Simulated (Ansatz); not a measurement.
`OCC=S` → `[CH2]` (triplet) + `OC=S` at 400 K and 1 bar (formal loss of a carbene).

Program: Ansatz. Geometries: PBE0-D4/def2-TZVP. ΔE: electronic, gas phase. CCSD(T)/CBS is the MP2 limit (def2-TZVPP, def2-QZVPP) plus CCSD(T) − MP2 in def2-TZVPP, frozen cores. This one scheme is used for every species. Triplets are unrestricted, without spin–orbit coupling. Each species was taken in one conformer, which may not be the lowest.

| species | CCSD(T)/CBS energy (Eh) | H − E (kJ/mol) | S (J/(mol·K)) |
| --- | --- | --- | --- |
| `OCC=S` | -551.42489 | 177.3 | 314.2 |
| `[CH2]` (triplet) | -39.09499 | 59.0 | 205.7 |
| `OC=S` | -512.17609 | 99.5 | 276.2 |

H − E and S are ideal-gas, rigid-rotor, harmonic terms from PBE0-D4/def2-TZVP, for one conformer and one mirror image of each species, with the whole ground term of open shells counted as degenerate. 1 Eh = 2625.50 kJ/mol, R = 8.31446 J/(mol·K).

By hand: ΔE, ΔH, ΔS and ΔG.

ΔE = (-39.09499) + (-512.17609) − (-551.42489) = 0.15381 Eh = 403.8 kJ/mol. Δ(H − E) = 59.0 + 99.5 − 177.3 = -18.8, so ΔH = 385.0 kJ/mol. ΔS = 205.7 + 276.2 − 314.2 = 167.7 J/(mol·K). ΔG = 385.0 − 400 × (167.7)/1000 = 317.9 kJ/mol.

By hand: the equilibrium constant, and the temperature at which ΔG would vanish if ΔH and ΔS stayed fixed.

log₁₀ K = −ΔG/(RT ln 10) = -41.5. ΔG = 0 at ΔH/ΔS = 2296 K.

The number of gas molecules changes by +1, which sets the sign of ΔS. A doubt of 5 kJ/mol in ΔE shifts log₁₀ K by 0.7 here. Other conformers and mirror images would add mixing entropy, several J/(mol·K) or more a flexible species. A triplet takes part, so the spin changes. These are equilibria of isolated gas molecules and say nothing of rates. Largest T1 diagnostic: 0.018 (customary marks: 0.02 for closed shells, 0.045 for open ones).
